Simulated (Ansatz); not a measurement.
Rutile CrO2

Method: PBE+U (PAW; Ansatz, a first-principles code).

Run with plane-wave cutoff 500 eV, 10×10×14 k mesh (along the axes of the cell as run), Fermi–Dirac smearing 0.05 eV, U_eff Cr 3.7 eV, spin-polarised with parallel moments, scalar-relativistic PAW data made under PBE.

Cell (relaxed at this level):

CrO$_{2}$ has the tetragonal space group P4₂/mnm (No. 136), the rutile structure, Pearson symbol tP6. Cell: a = b = 4.480 Å, c = 2.971 Å, α = β = γ = 90.00°. Cr on 2a is surrounded by 6 O at 1.921–1.939 Å (octahedral). O on 4f is surrounded by 3 Cr at 1.921–1.939 Å (trigonal planar). (Neighbours: up to the widest gap in distance over summed covalent radii, below 1.35, at either atom; cation-cation and far metal-metal contacts left out.)

| Item | Value |
|---|---|
| magnetic moment (largest site, within a sphere) | 2.09 μB |

Note: the run warned that the count of filled bands differs between k points.

Moments are spin moments.

The computed numbers hold no vibrational or temperature effects.
